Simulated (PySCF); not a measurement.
An element was calculated at PBE0 (PySCF 2.14, non-relativistic, a double-zeta basis, no spin-orbit coupling), in the ground configurations that NIST lists.

| Property | Result |
| --- | --- |
| electron affinity | 1.425 eV |
| first ionisation energy | 11.520 eV |
| second ionisation energy | 24.830 eV |
| third ionisation energy | 47.039 eV |
| polarisability of the atom | 12.0 bohr³ |

Q: Which element is it?

A: Carbon (C, Z = 6), in dyall-av2z. NIST lists 11.260, 24.383, 47.888 eV for these ionisation energies.
